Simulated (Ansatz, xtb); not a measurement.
H3OSi+: which of two isomers lies lower

Structure a: `O[SiH2+]`, a singlet. Structure b: `[OH2+][SiH]`, a singlet. Both are isolated ions in the gas phase, relaxed with PBE0-D3(BJ)/def2-SVP; the shapes shown needn't be the lowest conformers.

a (Å):

```json
{"atom": "O", "x (Å)": "0.4495", "y (Å)": "-0.8834", "z (Å)": "0.5375"}
{"atom": "Si", "x (Å)": "0.5094", "y (Å)": "0.1715", "z (Å)": "-0.6430"}
{"atom": "H", "x (Å)": "0.3822", "y (Å)": "-1.8512", "z (Å)": "0.5248"}
{"atom": "H", "x (Å)": "0.6110", "y (Å)": "1.5643", "z (Å)": "-0.1830"}
{"atom": "H", "x (Å)": "0.4633", "y (Å)": "-0.2687", "z (Å)": "-2.0509"}
```

b (Å):

| atom | x (Å) | y (Å) | z (Å) |
| --- | --- | --- | --- |
| O | -0.3393 | 0.2180 | -0.6266 |
| Si | -1.1493 | -0.3672 | 0.9800 |
| H | 0.0101 | 1.1088 | -0.8204 |
| H | -0.2150 | -0.3647 | -1.3992 |
| H | -0.9208 | 1.0426 | 1.5006 |

**Question.** Which of the two would you expect CCSD(T)/def2-TZVPP electronic energies to favour?

**Answer.** Structure a; the calculation gives E(b) − E(a) = +89.4 kJ/mol.

Level by level:

```
               level              geometry  E(b) − E(a) (kJ/mol)  departure from the last row (kJ/mol)  job, with rough time for the two
            GFN2-xTB              GFN2-xTB                  +200.1                                +110.7             optimisation, 0.096 s
           HF/STO-3G              GFN2-xTB                   −54.7                                −144.1              single point, 0.14 s
  r2SCAN-D4/def2-SVP              GFN2-xTB                   +83.7                                  −5.7               single point, 1.1 s
PBE0-D3(BJ)/def2-SVP  PBE0-D3(BJ)/def2-SVP                   +72.0                                 −17.4               optimisation, 5.8 s
       HF/def2-TZVPP  PBE0-D3(BJ)/def2-SVP                  +103.2                                 +13.8           part of the CCSD(T) run
      MP2/def2-TZVPP  PBE0-D3(BJ)/def2-SVP                  +105.6                                 +16.2           part of the CCSD(T) run
  CCSD(T)/def2-TZVPP  PBE0-D3(BJ)/def2-SVP                   +89.4                                                     single point, 5.8 s
```

As drawn, b has 1 O–H in place of 1 Si–H.

HF/STO-3G puts the two in the other order. The largest departure from CCSD(T)/def2-TZVPP is that of HF/STO-3G, 144.1 kJ/mol.

With harmonic frequencies from PBE0-D3(BJ)/def2-SVP (ideal gas, rigid rotor, one conformer each, 600 K, 1 atm): on the last row, ΔE + ΔZPE = +96.3, ΔH = +97.1, ΔG = +93.7 kJ/mol.

The correlated steps freeze 6 core orbitals. Programs: Ansatz 0.2.0, xtb 6.7.1; the last row on 1 thread of Intel(R) Xeon(R) 6975P-C (Granite Rapids) on a shared host.
